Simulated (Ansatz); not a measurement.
Working through a ladder of basis sets of C2 (charge +1)

Computed with Ansatz 0.2.0 through its Python package.

Interactive session:
```pycon
>>> import ansatz as az
>>> LEVEL = "ccsd_t"
>>> NET_CHARGE = 1
>>> GEOMETRY = """
... C     0.00000    0.00000    0.00000
... C     0.00000    0.00000    1.52000
... """
>>> geometry = az.Crystal.molecule()
>>> for line in GEOMETRY.strip().splitlines():
...     symbol, *xyz = line.split()
...     geometry = geometry.atom(symbol, [float(v) for v in xyz])
...
>>> base = (
...     geometry.calculation()
...     .correlation(LEVEL)
...     .charge(NET_CHARGE)
...     .spin("collinear", total=3)
... )
>>> energies = {}
>>> for basis in ["cc-pVDZ", "cc-pVTZ"]:
...     rep = base.basis(gaussian=basis).run().report
...     size = rep["n_frozen"] + rep["n_occupied"][0] + rep["n_virtual"][0]
...     energies[basis] = (rep["reference_energy_ev"] / 27.211386246, rep["free_energy_ev"] / 27.211386246)
...     print(f"{basis:14s} {size:4d} orbitals  reference {energies[basis][0]:14.6f} Ha  total {energies[basis][1]:14.6f} Ha")
...
cc-pVDZ          28 orbitals  reference     -75.088829 Ha  total     -75.305097 Ha
cc-pVTZ          60 orbitals  reference     -75.102571 Ha  total     -75.346904 Ha
>>> small, large = (energies[b][1] - energies[b][0] for b in ("cc-pVDZ", "cc-pVTZ"))
>>> limit = (3 ** 3 * large - 2 ** 3 * small) / (3 ** 3 - 2 ** 3)
>>> print(f"correlation energy: {small:.6f} and {large:.6f} Ha, extrapolated {limit:.6f} Ha")
correlation energy: -0.216268 and -0.244333 Ha, extrapolated -0.256150 Ha
>>> print(f"share caught by the larger set: {100 * large / limit:.1f} %")
share caught by the larger set: 95.4 %
```

Against cc-pVDZ: cc-pVTZ -41.8 mHa. The last step alone is -41.81 mHa. From the first set to the last the time grows from 1.1 to 4.5 s.

Caveats:
- The drop along the ladder measures the basis error, and is no property of the molecule.
- The geometry is a force-field or estimated start, not a minimum of this method, and the last set is no limit. Much of the fall in a total is atomic energy, which cancels in bond and reaction energies.
- The species is open-shell (spin multiplicity 4).
- Inner cores stay frozen, so this is valence correlation.
- The spin state was assumed, and another may lie lower.
- An extrapolation from small basis sets is rough.
- Finished in 6 s on 1 thread of Arm Neoverse V2, with other jobs on the host, peak memory 0.24 GiB.
